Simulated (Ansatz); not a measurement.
```yaml
crystal:
  periodic: [false, false, false]
  atoms:
    - {symbol: C, position_ang: [-1.733547, -0.015829, 0.000245]}
    - {symbol: Ga, position_ang: [0.364513, 0.003328, -0.000052]}
    - {symbol: H, position_ang: [-2.287353, 0.912925, -0.002039]}
    - {symbol: H, position_ang: [-2.270300, -0.954542, 0.002684]}
basis:
  gaussian: {orbitals: def2-TZVP}
magnetization: {spin_polarized: true, initial_magnetization: 3}
hamiltonian: {xc: pbe0}
relax: {f_tol: 0.004, max_steps: 80}
```

```sh
$ ansatz run in.yaml --threads 1 --pin off --events-out ev --progress --plain --max-ram 2176MiB
```

Steps of the relaxation (energy above the last step; positions in Å, forces in eV/Å):

```
4
step 1, 67.9 meV
C    -1.734   -0.016    0.000    0.923    0.008    0.000
Ga    0.365    0.003    0.000   -1.022   -0.009    0.000
H    -2.287    0.913   -0.002    0.048    0.154    0.000
H    -2.270   -0.955    0.003    0.051   -0.154    0.000
```

```
4
step 2, 11.0 meV
C    -1.720   -0.016    0.000    0.529    0.005    0.000
Ga    0.304    0.003    0.000   -0.427   -0.004    0.000
H    -2.264    0.921   -0.002   -0.051   -0.013    0.000
H    -2.247   -0.963    0.003   -0.051    0.012    0.000
```

```
4
step 3, 1.0 meV
C    -1.704   -0.016    0.000    0.061    0.001    0.000
Ga    0.271    0.002    0.000    0.076    0.001    0.000
H    -2.255    0.918   -0.002   -0.068   -0.028    0.000
H    -2.238   -0.959    0.003   -0.069    0.026    0.000
```

```
4
step 5, 0.4 meV
C    -1.702   -0.016    0.000    0.028    0.000    0.000
Ga    0.275    0.003    0.000    0.043    0.000    0.000
H    -2.258    0.916   -0.002   -0.036   -0.027    0.000
H    -2.241   -0.957    0.003   -0.036    0.027    0.000
```

```
4
step 6, 0.0 meV
C    -1.700   -0.016    0.000    0.000    0.000    0.000
Ga    0.279    0.003    0.000    0.000    0.000    0.000
H    -2.262    0.913   -0.002    0.000    0.000    0.000
H    -2.245   -0.954    0.003    0.000    0.000    0.000
```

Close pairs at the end: C1–H3 1.085 Å, C1–H4 1.085 Å, C1–Ga2 1.979 Å.

A stationary point of unrestricted PBE0 after 6 steps, with ⟨S²⟩ = 3.758 against 3.75 for a pure state; no frequencies were run, so it isn't proven a minimum. 27 s on 1 thread of Arm Neoverse V1, shared host.
